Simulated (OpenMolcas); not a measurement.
# How methods differ on C2H5B (SMILES BC=C)

The species is C2H5B (8 atoms), meant as a singlet with charge 0. SMILES: `BC=C`. The shape is that of a PBE0-D4/def2-TZVP optimisation.

Each level gives the vertical ionisation energy (to the doublet cation) (eV). The values are calculated.

```json
{"level": "HF/6-311+G**", "kind": "Hartree–Fock", "program": "OpenMolcas", "value (eV)": "9.24", "CPU time (all runs)": "28 s"}
{"level": "BLYP/6-311+G**", "kind": "GGA", "program": "OpenMolcas", "value (eV)": "10.77", "CPU time (all runs)": "2.8 min"}
{"level": "PBE/6-311+G**", "kind": "GGA", "program": "OpenMolcas", "value (eV)": "10.90", "CPU time (all runs)": "3 min"}
{"level": "M06-L/6-311+G**", "kind": "meta-GGA", "program": "OpenMolcas", "value (eV)": "10.87", "CPU time (all runs)": "4 min"}
{"level": "TPSS/6-311+G**", "kind": "meta-GGA", "program": "OpenMolcas", "value (eV)": "10.84", "CPU time (all runs)": "4.2 min"}
{"level": "B3LYP/6-311+G**", "kind": "global hybrid", "program": "OpenMolcas", "value (eV)": "10.94", "CPU time (all runs)": "2.5 min"}
{"level": "BHLYP/6-311+G**", "kind": "global hybrid", "program": "OpenMolcas", "value (eV)": "10.55", "CPU time (all runs)": "1.9 min"}
{"level": "M06-2X/6-311+G**", "kind": "hybrid meta-GGA", "program": "OpenMolcas", "value (eV)": "10.82", "CPU time (all runs)": "2.8 min"}
```

The values span 9.24 to 10.94 eV. Times are those of the runs behind each value, whatever else they computed, on shared processors of several kinds: orders of magnitude only.
